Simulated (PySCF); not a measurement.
# C3H7Cl (1-chloropropane): the cost of one run

Programs: PySCF 2.14.0, with routines of our own; each step states its level. All values are computed. Atoms count from 0.

## 1. The system as given

11 atoms, charge 0, multiplicity 1; geometry from: GFN2-xTB.

## 2. Optimising the geometry at PBE0-D3(BJ)/def2-TZVP

Job settings and geometry (Å):

```
{"job": {"xc": "PBE0", "basis": "def2-TZVP", "d3": "d3bj", "grid": 2, "kind": "geom"}, "charge": 0, "multiplicity": 1}
C     -1.273753    -0.033571     0.407028
C     -0.017501    -0.505820    -0.316475
C      1.128743     0.465243    -0.089638
Cl     2.600744    -0.085586    -0.935833
H     -1.094777     0.039671     1.477272
H     -2.087394    -0.734715     0.241688
H     -1.581526     0.943408     0.041558
H      0.269282    -1.494129     0.047122
H     -0.214855    -0.586547    -1.386780
H      1.382886     0.538955     0.967989
H      0.893575     1.455762    -0.479896
```

On the command line:

```sh
$ OMP_NUM_THREADS=1 python excited_run.py task.json out
```

This one command runs all jobs of the session in turn.

**Question.** How long does this first job take on 1 thread of Arm Neoverse V2, shared host, and how much memory does it need?

About 46 s, with a peak of 0.74 GiB.
